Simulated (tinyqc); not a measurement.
LCCD on RHF in the sto-3g basis, for CH3+, spin multiplicity 1, step by step. One step of it, computed by the program tinyqc.

Question. LCCD: starting amplitudes. t_ij^ab = <ij||ab> / (e_i + e_j - e_a - e_b), whose energy is MP2.

orbital energies (hartree): MO1 -11.563094, MO2 -1.213449, MO3 -0.891765, MO4 -0.891576, MO5 -0.208395, MO6 0.120300, MO7 0.229859, MO8 0.230292

Two-electron integrals over orbitals (pq|rs), unique and non-zero (hartree):
```
p,q,r,s,(pq|rs)
1,1,1,1,3.507605
2,1,1,1,-0.309716
2,1,2,1,0.043101
2,2,1,1,0.735914
2,2,2,1,-0.010912
2,2,2,2,0.519050
3,1,3,1,0.010031
3,2,3,1,0.015411
3,2,3,2,0.115929
3,3,1,1,0.643333
3,3,2,1,-0.004675
3,3,2,2,0.494214
3,3,3,3,0.525851
4,1,1,1,-0.000045
4,1,2,1,4.73e-06
4,1,2,2,-0.000007
4,1,3,3,-0.002821
4,1,4,1,0.010032
4,2,1,1,-3.12e-06
4,2,2,1,-3.35e-06
4,2,2,2,-0.000050
4,2,3,3,-0.043898
4,2,4,1,0.015409
4,2,4,2,0.115865
4,3,3,1,-0.002819
4,3,3,2,-0.043895
4,3,4,3,0.040773
4,4,1,1,0.643307
4,4,2,1,-0.004676
4,4,2,2,0.494151
4,4,3,3,0.444216
4,4,4,1,0.002826
4,4,4,2,0.043937
4,4,4,4,0.525848
5,1,1,1,-0.021875
5,1,2,1,0.002778
5,1,2,2,-0.001706
5,1,3,3,-0.000721
5,1,4,1,5.92e-07
5,1,4,2,1.70e-07
5,1,4,4,-0.000721
5,1,5,1,0.021752
5,2,1,1,0.015117
5,2,2,1,-0.000981
5,2,2,2,0.000529
5,2,3,3,0.001056
5,2,4,1,7.22e-09
5,2,4,2,1.11e-06
5,2,4,4,0.001058
5,2,5,1,0.024975
5,2,5,2,0.100735
5,3,3,1,0.000484
5,3,3,2,-0.001419
5,3,4,3,0.002144
5,3,5,3,0.023245
5,4,1,1,0.000008
5,4,2,1,-3.13e-07
5,4,2,2,3.67e-06
5,4,3,3,0.002146
5,4,4,1,0.000485
5,4,4,2,-0.001417
5,4,4,4,-0.002143
5,4,5,1,3.82e-06
5,4,5,2,0.000011
5,4,5,4,0.023243
5,5,1,1,0.850536
5,5,2,1,-0.009657
5,5,2,2,0.553711
5,5,3,3,0.499802
5,5,4,1,-1.17e-06
5,5,4,2,-3.41e-06
5,5,4,4,0.499780
5,5,5,1,0.002652
5,5,5,2,0.018609
5,5,5,4,0.000007
5,5,5,5,0.672132
6,1,1,1,-0.264421
6,1,2,1,0.037352
6,1,2,2,-0.008915
6,1,3,3,-0.003697
6,1,4,1,0.000019
6,1,4,2,0.000020
6,1,4,4,-0.003690
6,1,5,1,0.000683
6,1,5,2,-0.002752
6,1,5,4,1.85e-07
6,1,5,5,-0.007218
6,1,6,1,0.032543
6,2,1,1,0.259047
6,2,2,1,-0.009344
6,2,2,2,0.085150
6,2,3,3,0.056313
6,2,4,1,0.000010
6,2,4,2,0.000041
6,2,4,4,0.056310
6,2,5,1,-0.002666
6,2,5,2,-0.002646
6,2,5,4,4.19e-06
6,2,5,5,0.132715
6,2,6,1,-0.007472
6,2,6,2,0.071708
6,3,3,1,0.004965
6,3,3,2,-0.026612
6,3,4,3,0.033142
6,3,5,3,0.002725
6,3,6,3,0.059502
6,4,1,1,0.000353
6,4,2,1,-0.000008
6,4,2,2,0.000151
6,4,3,3,0.033270
6,4,4,1,0.004964
6,4,4,2,-0.026645
6,4,4,4,-0.033086
6,4,5,1,-3.78e-07
6,4,5,2,0.000007
6,4,5,4,0.002729
6,4,5,5,0.000186
6,4,6,1,5.60e-07
6,4,6,2,0.000125
6,4,6,4,0.059612
6,5,1,1,-0.021199
6,5,2,1,-0.000095
6,5,2,2,-0.010618
6,5,3,3,-0.005569
6,5,4,1,1.35e-06
6,5,4,2,0.000009
6,5,4,4,-0.005561
6,5,5,1,0.019600
6,5,5,2,0.066393
6,5,5,4,0.000031
6,5,5,5,-0.007534
6,5,6,1,-0.001674
6,5,6,2,-0.012461
6,5,6,4,-0.000014
6,5,6,5,0.049756
6,6,1,1,0.587868
6,6,2,1,-0.008496
6,6,2,2,0.446066
6,6,3,3,0.443965
6,6,4,1,0.000025
6,6,4,2,0.000205
6,6,4,4,0.444148
6,6,5,1,-0.004206
6,6,5,2,-0.011920
6,6,5,4,-0.000009
6,6,5,5,0.452454
6,6,6,1,-0.006471
6,6,6,2,0.027626
6,6,6,4,-0.000059
6,6,6,5,-0.010902
6,6,6,6,0.441818
7,1,1,1,0.000297
7,1,2,1,-0.000044
7,1,2,2,3.20e-06
7,1,3,3,-0.003117
7,1,4,1,0.013422
7,1,4,2,0.019169
7,1,4,4,0.003132
7,1,5,1,-9.16e-07
7,1,5,2,2.79e-06
7,1,5,4,0.000661
7,1,5,5,0.000008
7,1,6,1,-0.000018
7,1,6,2,0.000023
7,1,6,4,0.006371
7,1,6,5,3.33e-06
7,1,6,6,0.000040
7,1,7,1,0.018016
7,2,1,1,-0.000313
7,2,2,1,0.000010
7,2,2,2,-0.000100
7,2,3,3,0.017235
7,2,4,1,0.010668
7,2,4,2,0.021616
7,2,4,4,-0.017353
7,2,5,1,2.67e-06
7,2,5,2,-9.47e-08
7,2,5,4,0.003807
7,2,5,5,-0.000156
7,2,6,1,0.000023
7,2,6,2,-0.000048
7,2,6,4,0.042725
7,2,6,5,0.000015
7,2,6,6,-0.000034
7,2,7,1,0.013568
7,2,7,2,0.048838
7,3,3,1,0.002891
7,3,3,2,0.043666
7,3,4,3,-0.014321
7,3,5,3,-0.002072
7,3,6,3,-0.029573
7,3,7,3,0.034900
7,4,1,1,0.266655
7,4,2,1,-0.005756
7,4,2,2,0.095689
7,4,3,3,0.083632
7,4,4,1,-0.002901
7,4,4,2,-0.043601
7,4,4,4,0.055065
7,4,5,1,0.000007
7,4,5,2,0.007312
7,4,5,4,0.002071
7,4,5,5,0.133629
7,4,6,1,-0.004607
7,4,6,2,0.076162
7,4,6,4,0.029641
7,4,6,5,-0.005974
7,4,6,6,0.026717
7,4,7,1,-0.003918
7,4,7,2,0.005938
7,4,7,4,0.122520
7,5,1,1,0.000018
7,5,2,1,-9.84e-09
7,5,2,2,0.000006
7,5,3,3,-0.003709
7,5,4,1,0.001181
7,5,4,2,0.008546
7,5,4,4,0.003722
7,5,5,1,-0.000022
7,5,5,2,-0.000077
7,5,5,4,0.018249
7,5,5,5,3.64e-06
7,5,6,1,3.55e-06
7,5,6,2,0.000015
7,5,6,4,-0.004356
7,5,6,5,-0.000035
7,5,6,6,0.000027
7,5,7,1,0.001537
7,5,7,2,0.000948
7,5,7,4,-0.003866
7,5,7,5,0.019150
7,6,1,1,0.000058
7,6,2,1,-5.44e-07
7,6,2,2,-0.000027
7,6,3,3,-0.051535
7,6,4,1,0.012449
7,6,4,2,0.104709
7,6,4,4,0.051617
7,6,5,1,4.02e-06
7,6,5,2,0.000015
7,6,5,4,-0.004414
7,6,5,5,0.000014
7,6,6,1,0.000018
7,6,6,2,0.000034
7,6,6,4,-0.054960
7,6,6,5,0.000018
7,6,6,6,0.000249
7,6,7,1,0.015886
7,6,7,2,-0.006904
7,6,7,4,-0.055010
7,6,7,5,0.008242
7,6,7,6,0.125817
7,7,1,1,0.680298
7,7,2,1,-0.007809
7,7,2,2,0.482051
7,7,3,3,0.439704
7,7,4,1,-2.03e-07
7,7,4,2,0.031684
7,7,4,4,0.511810
7,7,5,1,-0.000543
7,7,5,2,0.002122
7,7,5,4,-0.002998
7,7,5,5,0.491333
7,7,6,1,-0.006004
7,7,6,2,0.051437
7,7,6,4,-0.043066
7,7,6,5,-0.003660
7,7,6,6,0.452670
7,7,7,1,-0.000266
7,7,7,2,-0.027947
7,7,7,4,0.043861
7,7,7,5,0.003302
7,7,7,6,0.052306
7,7,7,7,0.525550
8,1,3,1,0.013425
8,1,3,2,0.019176
8,1,4,3,-0.003120
8,1,5,3,0.000661
8,1,6,3,0.006375
8,1,7,3,0.003913
8,1,8,1,0.018026
8,2,3,1,0.010666
8,2,3,2,0.021584
8,2,4,3,0.017300
8,2,5,3,0.003808
8,2,6,3,0.042718
8,2,7,3,-0.006121
8,2,8,1,0.013570
8,2,8,2,0.048841
8,3,1,1,0.266668
8,3,2,1,-0.005758
8,3,2,2,0.095648
8,3,3,3,0.055062
8,3,4,1,0.002895
8,3,4,2,0.043616
8,3,4,4,0.083673
8,3,5,1,0.000007
8,3,5,2,0.007314
8,3,5,4,-0.002066
8,3,5,5,0.133623
8,3,6,1,-0.004600
8,3,6,2,0.076166
8,3,6,4,-0.029454
8,3,6,5,-0.005965
8,3,6,6,0.026934
8,3,7,1,0.003923
8,3,7,2,-0.006159
8,3,7,4,0.055477
8,3,7,5,0.003878
8,3,7,6,0.055098
8,3,7,7,0.078812
8,3,8,3,0.122551
8,4,3,1,0.002898
8,4,3,2,0.043633
8,4,4,3,-0.014280
8,4,5,3,-0.002068
8,4,6,3,-0.029501
8,4,7,3,0.032298
8,4,8,1,0.003921
8,4,8,2,-0.006068
8,4,8,4,0.034829
8,5,3,1,0.001181
8,5,3,2,0.008550
8,5,4,3,-0.003711
8,5,5,3,0.018250
8,5,6,3,-0.004350
8,5,7,3,0.003879
8,5,8,1,0.001538
8,5,8,2,0.000947
8,5,8,4,0.003874
8,5,8,5,0.019153
8,6,3,1,0.012450
8,6,3,2,0.104689
8,6,4,3,-0.051457
8,6,5,3,-0.004409
8,6,6,3,-0.054792
8,6,7,3,0.055102
8,6,8,1,0.015892
8,6,8,2,-0.006872
8,6,8,4,0.055038
8,6,8,5,0.008237
8,6,8,6,0.125621
8,7,3,1,-0.000041
8,7,3,2,-0.032027
8,7,4,3,0.036195
8,7,5,3,0.003012
8,7,6,3,0.043278
8,7,7,3,-0.017696
8,7,8,1,0.000221
8,7,8,2,0.027908
8,7,8,4,-0.017641
8,7,8,5,-0.003324
8,7,8,6,-0.052574
8,7,8,7,0.043099
8,8,1,1,0.680434
8,8,2,1,-0.007813
8,8,2,2,0.482128
8,8,3,3,0.511950
8,8,4,1,-0.000027
8,8,4,2,-0.031899
8,8,4,4,0.439605
8,8,5,1,-0.000543
8,8,5,2,0.002124
8,8,5,4,0.003010
8,8,5,5,0.491393
8,8,6,1,-0.006007
8,8,6,2,0.051485
8,8,6,4,0.043343
8,8,6,5,-0.003668
8,8,6,6,0.452493
8,8,7,1,0.000247
8,8,7,2,0.027843
8,8,7,4,0.078910
8,8,7,5,-0.003313
8,8,7,6,-0.052512
8,8,7,7,0.439890
8,8,8,3,0.043755
8,8,8,8,0.525825
```

Give: Starting amplitudes; correlation energy.

Answer.

Starting amplitudes (spin orbitals 1a, 1b, ...; amplitudes related by a flip of all spins are not repeated; the 24 largest):
```
from,to,t
4a 4b,7a 7b,-0.055
3a 3b,8a 8b,-0.055
2a 2b,5a 5b,-0.050
2a 4b,6a 7b,-0.031
2a 3b,6a 8b,-0.031
4a 4b,6a 6b,-0.029
3a 3b,6a 6b,-0.029
2a 2b,6a 6b,-0.027
3a 4b,7b 8a,0.025
2a 4b,6b 7a,0.017
2a 3b,6b 8a,0.017
4a 4b,5a 5b,-0.017
3a 3b,5a 5b,-0.017
2a 2b,7a 7b,-0.017
2a 2b,8a 8b,-0.017
3a 3b,7a 7b,-0.016
4a 4b,8a 8b,-0.016
3a 4b,7a 8b,-0.014
4a 4b,6a 7b,-0.014
3a 3b,6a 7b,0.014
3a 4b,6a 8b,0.014
3a 4b,6b 8a,-0.014
2a 3a,6a 8a,-0.014
2a 4a,6a 7a,-0.014
```

correlation energy = -0.04970 hartree
